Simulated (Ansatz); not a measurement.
# NH₂−: small, medium and large basis sets

The task here is to estimate one member of a computed series from the others.

Computed with Ansatz 0.2.0, Gaussian basis. Level: one geometry, several basis sets.

The runs, in order: PBE0-D4/def2-SVPD; ωB97M-V/def2-SVPD; PBE0-D4/def2-QZVPPD; ωB97M-V/def2-QZVPPD; the functionals' def2-TZVPPD values are taken from earlier runs.

### The geometry

The geometry comes from an earlier relaxation with PBE0-D4 in a triple-zeta def2 set; it is a stationary point.

SMILES `[NH2-]`, 3 atoms, charge -1, spin multiplicity 1.

Atoms are counted from 1 here; the program's logs count them from 0.

Bond lengths: N1–H2 1.027 Å, N1–H3 1.027 Å. Angles: H2–N1–H3 101.8°.

The first run:

in.yaml

```yaml
crystal:
  periodic: [false, false, false]
  atoms:
    - {symbol: N, position_ang: [0.342159, -0.202974, 0.168681]}
    - {symbol: H, position_ang: [0.125512, 0.801193, 0.156000]}
    - {symbol: H, position_ang: [-0.467671, -0.598218, -0.324681]}
basis:
  gaussian: {orbitals: def2-SVPD}
total_charge: -1
hamiltonian: {xc: pbe0, dispersion: d4}
output: {orbitals: {seedname: orbitals}}
```

Steps of the session up to this table: PBE0-D4 in def2-SVPD; ωB97M-V in def2-SVPD; PBE0-D4 in def2-QZVPPD; ωB97M-V in def2-QZVPPD.

One table of the session follows, with a row left open; its other results are not shown here.

It belongs to the step «Density functionals: the series». 

| functional | basis | HOMO (eV) | LUMO (eV) |
| --- | --- | --- | --- |
| PBE0-D4 | def2-SVPD | ? | ? |
| PBE0-D4 | def2-TZVPPD | 1.94 | 5.88 |
| PBE0-D4 | def2-QZVPPD | 1.78 | 5.49 |
| ωB97M-V | def2-SVPD | -0.21 | 8.84 |
| ωB97M-V | def2-TZVPPD | -0.46 | 6.88 |
| ωB97M-V | def2-QZVPPD | -0.59 | 6.40 |

Estimate the missing values for PBE0-D4, def2-SVPD.

**Answer.** HOMO (eV): 2.24; LUMO (eV): 7.40. In the column «HOMO (eV)» it is the highest.
